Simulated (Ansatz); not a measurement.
**CP⁺, triplet: the ladder up to full CI**

Geometry: that of the CP, doublet, kept fixed.

| atom | x (Å) | y (Å) | z (Å) |
| --- | --- | --- | --- |
| C | 0.0000 | 0.0000 | 0.0000 |
| P | 0.0000 | 0.0000 | 1.5497 |

Basis 6-31G; Ansatz 0.2.0. Correlated methods freeze the noble-gas cores, which leaves 8 electrons in 16 orbitals. Prefix R: restricted or restricted open-shell reference; prefix U: unrestricted. Active spaces: valence = (8e, 8o) chosen from the atoms' valence shells.

Full CI is exact within this basis and frozen core; it isn't the basis-set limit. The frozen core follows each run's orbitals, which can shift R against U totals by a few meV.

Unrestricted rows (U) aren't spin-pure: their determinants' ⟨S²⟩ exceeds S(S+1) by up to 0.43, so they mix in states of higher spin. For open shells CISD and CISDTQ are restricted-active-space CI with the open shells as a complete middle space.

The UHF ⟨S²⟩ is 2.430 and the T1 diagnostic (RCCSD) is 0.0491. The largest doubles amplitude (RCCSD) is 0.160 and the T1 diagnostic (UCCSD) is 0.0860.

| level | E − E(full CI) (kcal/mol) | share of correlation (%) | wall time |
| --- | --- | --- | --- |
| RHF | 89.30 | 0.00 | – |
| UHF | 76.25 | 14.61 | – |
| RMP2 | 18.58 | 79.19 | – |
| UMP2 | 27.45 | 69.26 | – |
| CISD | 8.81 | 90.14 | 0.66 s |
| RCCSD | 4.11 | 95.39 | – |
| UCCSD | 3.82 | 95.72 | – |
| RCCSD(T) | 1.37 | 98.46 | 0.97 s |
| UCCSD(T) | 1.55 | 98.27 | 1 s |
| BCCD(T) | 1.48 | 98.34 | 1.1 s |
| RCCSDT | 0.72 | 99.19 | – |
| UCCSDT | 0.74 | 99.18 | – |
| CISDTQ | 0.25 | 99.72 | 1.9 s |
| RCCSDT(Q) | 0.13 | 99.86 | 3.7 s |
| UCCSDT(Q) | 0.24 | 99.73 | 3.4 s |
| RCCSDTQ | 0.07 | 99.92 | 24 s |
| UCCSDTQ | 0.07 | 99.92 | 25 s |
| CASSCF (valence space) | 18.74 | 79.02 | – |
| NEVPT2 (valence space) | 4.98 | 94.42 | 1.9 s |
| MRCISD (valence space) | 0.49 | 99.46 | – |
| MRCISD+Q (valence space) | 0.17 | 99.81 | 2.5 s |

The correlation energy at full CI, counted from RHF, is -3.872 eV. That run took 4.9 s on 1 thread of AMD EPYC 7B13, shared host over 827,904 determinants.

Times hold each run's SCF and search for its determinant on a shared host, so for small cases they say little of a method's own cost; they ran on 1 thread of AMD EPYC 7B13.

The full-CI state has the irrep B2 of C2v, in the program's axes (one component, if the state is degenerate).

Natural occupations of full CI about the gap: 1.978 1.929 1.875 1.009 0.973 0.127 0.059 0.025 0.006 0.005; effectively unpaired electrons, Σ n²(2−n)², 2.15.
